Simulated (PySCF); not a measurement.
**The bond of NaS+, level by level**

One table from this session's results is given with a row withheld; the runs are named, their logs left out.

The runs use PySCF 2.14.0; Na def2-SVP, S def2-SVP, no relativity.

Set-up of the first run:

The job is set up so:

| Quantity | Value |
| --- | --- |
| atoms | Na, S |
| charge | 1 |
| basis | Na def2-SVP, S def2-SVP |
| Hamiltonian | no relativity |
| basis functions | 33 |
| electrons treated | 26 |
| masses in u | 22.9898, 31.9721 |
| levels | PBE0, PBE, r²SCAN, r²SCAN0, revPBE, B97-3, HF, MP2, SCS-MP2, CCSD, CCSD(T) |
| grid | 80 radial by 434 angular points |
| occupations | held fixed by the projection of orbital angular momentum |
| dissociation limit | Na+ + S, each in its ground configuration |
| starting distance in angstrom | 2.660 |
| values of 2S to try | 0, 2 |

Started as:

```console
> OMP_NUM_THREADS=1 python dia.py task.json out
```

Steps of the session up to this table: Input; The PBE0 curve of the state that the search chose; Excited determinants; PBE; r²SCAN; r²SCAN0; revPBE; B97-3 (global hybrid GGA); UHF (mean field); Adding correlation.

One of the session's tables, all rows but one given; the rest of the session is left out.

It belongs to the step «The curves together». Energy (eV) from each level's lowest point:

| R (Å) | UHF | UHF-MP2 | UHF-SCS-MP2 | UHF-CCSD | UHF-CCSD(T) |
| --- | --- | --- | --- | --- | --- |
| 2.503 | 0.244 | 0.233 | 0.234 | n/a | n/a |
| 2.619 | 0.115 | 0.108 | 0.109 | 0.107 | 0.108 |
| 2.735 | ? | ? | ? | ? | ? |
| 2.823 | 0.014 | 0.011 | 0.011 | 0.011 | 0.011 |
| 2.910 | 0.001 | 0.000 | 0.000 | 0.000 | 0.000 |
| 2.997 | 0.000 | 0.001 | 0.000 | 0.001 | 0.001 |
| 3.114 | 0.011 | 0.014 | 0.013 | 0.014 | 0.015 |
| 3.259 | 0.038 | 0.044 | 0.043 | 0.045 | 0.045 |
| 3.434 | 0.079 | 0.090 | 0.088 | 0.091 | 0.092 |
| 3.667 | 0.138 | 0.156 | 0.153 | n/a | n/a |

Estimate the missing values for R (Å) = 2.735.

Worked estimate for «UHF». A straight line through the neighbours (2.619, 0.115) and (2.823, 0.014) gives 0.115 + (0.014 − 0.115) × (2.735 − 2.619) / (2.823 − 2.619) = 0.058; a parabola fitted to 4 rows on both sides gives 0.040.

The run gave: UHF: 0.042; UHF-MP2: 0.038; UHF-SCS-MP2: 0.039; UHF-CCSD: 0.038; UHF-CCSD(T): 0.038. In «UHF» the line misses by +0.016 and the parabola by -0.002.

State 3 has its PBE0 minimum 0.50 eV higher. The other levels ran on the lowest alone.
